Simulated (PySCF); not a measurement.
# NH3 (ammonia): levels of theory compared

Aim: a comparison of 6 runs (B2PLYP/6-31G, SVWN5/6-31G, UPBE0/6-31G, UMP2/6-31G, NEVPT2(2,2)/6-31G, NEVPT2(8,7)/6-31G) of NH3 (ammonia). 

The calculation is run with PySCF 2.14.0.

### 1 The molecule

NH3: 4 atoms, total charge 0, spin state singlet. SMILES: `N`. The N1–H2 distance was set to 1.823 Å, away from the relaxed value. At this shape a bond of the SMILES string is far longer than usual.

Bond lengths: N1–H3 1.013 Å, N1–H4 1.013 Å. Angles: H3–N1–H4 107.1°.

### 2 The energy at B2PLYP/6-31G (run 1)

calc.py

```python
from pyscf import gto, dft, mp

system = gto.M(
    atom='''
N     -0.979245     1.304822    -0.755223
H      0.926854    -0.570357     1.415745
H     -2.524228     0.262808    -1.189558
H      0.035217     1.502884    -2.365516
''',
    unit='bohr',
    verbose=3,
    spin=0,
    max_memory=1860,
    basis='6-31g',
)

mf = dft.RKS(system, xc='0.53*HF + 0.47*B88, 0.73*LYP')
mf.grids.level = 5
mf.conv_tol = 1e-10
mf.kernel()
if not mf.converged:
    mf = mf.newton().run(mf.mo_coeff, mf.mo_occ)

pt = mp.MP2(mf, frozen=1).run()
e_final = mf.e_tot + 0.27 * pt.e_corr
print('PT2 part  %.8f' % (0.27 * pt.e_corr))
print(f'total energy: {e_final:.8f} hartree')
```

Run with:

```bash
$ OMP_NUM_THREADS=1 python calc.py
```

The log of the run:

```text
converged SCF energy = -56.2556363197047
E(RMP2) = -56.4437330586056  E_corr = -0.188096738900882
E(SCS-RMP2) = -56.4519833291982  E_corr = -0.196347009493468
PT2 part  -0.05078612
total energy: -56.30642244 hartree
```

Run time: 1.7 s. Hardware: 1 thread of Arm Neoverse V1, shared host; peak memory 0.17 GiB.

### 3 The energy at SVWN5/6-31G (run 2)

calc.py

```python
from pyscf import gto, dft

mol = gto.Mole()
mol.atom = '''
N     -0.979245     1.304822    -0.755223
H      0.926854    -0.570357     1.415745
H     -2.524228     0.262808    -1.189558
H      0.035217     1.502884    -2.365516
'''
mol.basis = '6-31g'
mol.max_memory = 1860
mol.verbose = 3
mol.unit = 'bohr'
mol.charge = 0
mol.build()

ks = dft.RKS(mol, xc='svwn')
ks.conv_tol = 1e-10
ks.grids.level = 5
ks.kernel()
if not ks.converged:
    ks = ks.newton().run(ks.mo_coeff, ks.mo_occ)

etot = ks.e_tot
print(f'total energy: {etot:.8f} hartree')
```

Run with:

```bash
$ OMP_NUM_THREADS=1 python calc.py
```

The log of the run:

```text
converged SCF energy = -55.9116659846699
total energy: -55.91166598 hartree
```

It took 1.4 s on 1 thread of Arm Neoverse V1, shared host; peak memory 0.13 GiB.

Runs 3 to 5 aren't shown in full; the table further down has their settings and results.

### 4 The energy at NEVPT2(8,7)/6-31G (run 6)

calc.py

```python
import numpy
from pyscf import gto, scf, mp, mcscf, mrpt

molecule = gto.M(
    atom='''
N       -0.518194       0.690482      -0.399647
H        0.490470      -0.301820       0.749180
H       -1.335764       0.139072      -0.629487
H        0.018636       0.795292      -1.251777
''',
    verbose=4,
    spin=0,
    basis='6-31g',
    max_memory=1860,
)

hf = scf.RHF(molecule)
hf.conv_tol = 1e-10
hf.kernel()
if not hf.converged:
    hf = hf.newton().run(hf.mo_coeff, hf.mo_occ)

pt = mp.MP2(scf.addons.convert_to_uhf(hf)).run()
noons, natorbs = mcscf.addons.make_natural_orbitals(pt)
print('natural occupations', numpy.round(noons[:40], 4))
cas = mcscf.CASSCF(hf, 7, 8)
cas.fix_spin_(ss=0.0)
cas.natorb = True
cas.kernel(natorbs)
e_pt2 = mrpt.NEVPT(cas).kernel()
etot = cas.e_tot + e_pt2
print('E(%s) = %.9f' % ('NEVPT2', etot))
```

Run with:

```bash
$ OMP_NUM_THREADS=1 python calc.py
```

The log of the run:

```text
PySCF version 2.14.0

[INPUT] num. atoms = 4
[INPUT] num. electrons = 10
[INPUT] charge = 0
[INPUT] spin (= nelec alpha-beta = 2S) = 0
[INPUT] symmetry False subgroup None
[INPUT] Mole.unit = angstrom
[INPUT] Symbol           X                Y                Z      unit          X                Y                Z       unit  Magmom
[INPUT]  1 N     -0.518194000000   0.690482000000  -0.399647000000 AA   -0.979244739393   1.304821873942  -0.755223376504 Bohr   0.0
[INPUT]  2 H      0.490470000000  -0.301820000000   0.749180000000 AA    0.926853972315  -0.570357138916   1.415745018002 Bohr   0.0
[INPUT]  3 H     -1.335764000000   0.139072000000  -0.629487000000 AA   -2.524228127054   0.262807991596  -1.189558028974 Bohr   0.0
[INPUT]  4 H      0.018636000000   0.795292000000  -1.251777000000 AA    0.035216936057   1.502884069058  -2.365515699030 Bohr   0.0

nuclear repulsion = 10.1280119762844
number of shells = 11
number of NR pGTOs = 34
number of NR cGTOs = 15
basis = 6-31g
ecp = {}

[... 39 lines left out ...]
converged SCF energy = -56.0010815774239
[... 33 lines left out ...]
sorting_mo_energy = False
[... 22 lines left out ...]
1-step CASSCF converged in   4 macro ( 52 JK  14 micro) steps
[... 3 lines left out ...]
Natural orbital (expansion on meta-Lowdin AOs) in CAS space
[... 24 lines left out ...]
CASSCF energy = -56.1219140969367
[... 7 lines left out ...]
Natural orbital (expansion on meta-Lowdin AOs) in CAS space
[... 32 lines left out ...]
Nevpt2 Energy = -0.044387591202115
E(NEVPT2) = -56.166301688
```

Run time: 1.5 s. Hardware: 1 thread of Arm Neoverse V1, shared host; peak memory 0.12 GiB.

### 5 The series

```csv
run,level,frozen core orbitals,follow instability,energy (Eh),dipole moment (D) of the reference,HOMO energy (eV),LUMO energy (eV),wall time
1,B2PLYP/6-31G,1,–,-56.306422,2.15,-8.51,-0.77,1.7 s
2,SVWN5/6-31G,–,–,-55.911666,2.16,-5.22,-3.22,1.4 s
3,UPBE0/6-31G,–,yes,-56.320357,2.11,-6.87,-1.93,9.9 s
4,UMP2/6-31G,1,yes,-56.132987,2.33,-10.86,3.71,0.84 s
5,"NEVPT2(2,2)/6-31G",–,–,-56.162567,2.22,-10.66,1.68,0.85 s
6,"NEVPT2(8,7)/6-31G",–,–,-56.166302,2.22,-10.66,1.68,1.5 s
```

### 6 What came out

| quantity | value |
| --- | --- |
| run 6: total energy | -56.16630 Eh |
| run 6: dipole moment (Hartree–Fock density) | 2.22 D |
| run 6: HOMO energy (Hartree–Fock orbitals) | -10.66 eV |
| run 6: LUMO energy (Hartree–Fock orbitals) | 1.68 eV |
| run 6: HOMO–LUMO gap (Hartree–Fock orbitals) | 12.34 eV |

**Reading.** Over runs 1, 2, 3 the dipole moment (its size) runs from 2.11 D (UPBE0/6-31G) to 2.16 D (SVWN5/6-31G). Over runs 1, 2, 3 the HOMO–LUMO gap runs from 2.00 eV (SVWN5/6-31G) to 7.74 eV (B2PLYP/6-31G). A double hybrid's value is that of its SCF part. Totals of different functionals can't be ranked against each other. In runs 1, 2 a closed-shell determinant meets a far-stretched bond, which it describes badly. Spin contamination of the reference: run 4 ⟨S²⟩ = 0.75, run 3 ⟨S²⟩ = 0.27. Where it is this large, the reference is a mixture of spin states, and values that rest on it are in doubt. All runs together took 16 s, the longest 9.9 s.
